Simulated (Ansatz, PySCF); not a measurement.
Molecule: cyclobutane, C₄H₈, net charge 0, singlet state. SMILES: C1CCC1
Geometry from a B3LYP-D3(BJ)/def2-TZVP (Ansatz, an electronic-structure program) optimisation:
```xyz
12

C     -0.0021     1.0817     0.1209
C      0.0007    -1.0808     0.1288
C     -1.0806    -0.0019    -0.1307
C      1.0820     0.0010    -0.1189
H      0.0003     1.9568    -0.5289
H     -0.0082     1.4196     1.1583
H      0.0054    -1.9605    -0.5146
H     -0.0045    -1.4112     1.1686
H     -1.9615    -0.0007     0.5111
H     -1.4091    -0.0061    -1.1712
H      1.9558     0.0045     0.5324
H      1.4217    -0.0023    -1.1558
```

PBE beside other levels, property by property. Cores are frozen in the correlated levels unless marked. UHF or UKS for open shells. Spin-orbit coupling is left out. Non-relativistic. CBS marks a two-point X^-3 extrapolation of the correlation energy; Hartree-Fock from the larger set. [CCSD(T)-MP2]/basis is that difference in the basis named. Rows marked 298 K are enthalpies with B3LYP-D3(BJ) harmonic zero-point and thermal terms. Enthalpies of formation rest on the atoms' values in the G2/97 table (older ones for B and Si), with no core term in the frozen-core levels. Frequencies are from PySCF. The coupled-cluster column (Ansatz) is a level with limits of its own: (a) RI-MP2/CBS(cc-pVTZ,cc-pVQZ)+[CCSD(T)-MP2]/cc-pVDZ; (b) RI-MP2/CBS(cc-pVTZ,cc-pVQZ)+[CCSD(T)-MP2]/cc-pVTZ.

```json
[
 {"property": "enthalpy of formation at 298 K by atomisation (kcal/mol)", "PBE/def2-TZVPD (Ansatz)": "-10.2", "r2SCAN/def2-TZVPD (Ansatz)": "7.9", "PBE0/def2-TZVPD (Ansatz)": "1.2", "HSE06/def2-TZVPD (Ansatz)": "0.2", "coupled cluster": "7.8 (b)", "measured": "6.8"},
 {"property": "C-H bond dissociation enthalpy, 298 K, to [CH]1CCC1 + H atom (kcal/mol)", "PBE/def2-TZVPD (Ansatz)": "93.8", "r2SCAN/def2-TZVPD (Ansatz)": "92.9", "PBE0/def2-TZVPD (Ansatz)": "94.4", "HSE06/def2-TZVPD (Ansatz)": "94.4", "coupled cluster": "100.9 (a)", "measured": "-"}
]
```

Measured values: G2/97 table in ASE (Curtiss et al.); they hold spin-orbit effects, and any other conformers, which all levels lack, and core correlation, which the frozen-core levels lack. This is an older compilation, not checked against later work.

As the rows show:
- enthalpy of formation at 298 K by atomisation: PBE lies 17.0 kcal/mol below the measured value.
- C-H bond dissociation enthalpy, 298 K, to [CH]1CCC1 + H atom: PBE lies 7.1 kcal/mol below coupled cluster.
